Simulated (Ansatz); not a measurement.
# Scan of [OH···H···OH], doublet

Starting geometry:

```xyz
5

O    -1.1019    0.0004    0.0000
H    -1.3512    0.9270    0.0000
H    -0.1423    0.0004    0.0000
O     1.1101    0.0004    0.0000
H     1.3620   -0.9396    0.0000
```

From there H3 is moved from one fragment to the other while all else, the fragments' distance too, stays fixed; atoms are numbered as listed. Energies are in eV, counted from the starting geometry at the same level. Kohn–Sham curves are unrestricted where that lies lower.

Basis cc-pVDZ; Ansatz 0.2.0. Correlated methods freeze the noble-gas cores. R marks a restricted (for open shells ROHF) determinant, U an unrestricted one.

Full CI isn't at hand for all of this; UCCSDT(Q) serves as the reference, and is uncertain by about the last step of the cluster series.

| distance O1-H3 (Å) | B3LYP |
| --- | --- |
| 0.892 | 0.238 |
| 0.960 | 0.000 |
| 0.997 | -0.052 |
| 1.035 | -0.075 |
| 1.072 | -0.082 |
| 1.110 | -0.083 |
| 1.147 | -0.080 |
| 1.185 | -0.068 |
| 1.222 | -0.040 |

**Question.** Estimate the UCCSDT(Q) curve in cc-pVDZ from this one, knowing how B3LYP errs.

**Answer.** The computed UCCSDT(Q) values, in eV from the starting point, and the error of B3LYP against them:
```
distance O1-H3 (Å)  UCCSDT(Q)  B3LYP less UCCSDT(Q)
             0.892      0.142                 0.096
             0.960      0.000                 0.000
             0.997      0.002                -0.054
             1.035      0.026                -0.101
             1.072      0.050                -0.132
             1.110      0.059                -0.142
             1.147      0.049                -0.129
             1.185      0.025                -0.094
             1.222      0.006                -0.046
```

The error spans 0.238 eV and is largest, -0.142 eV, at 1.110 Å.

In so small a basis the reference is far from its limit while semilocal and hybrid functionals are nearer theirs, so the functionals' errors here hold much of the reference's basis and frozen-core error, which can add to them or hide them.
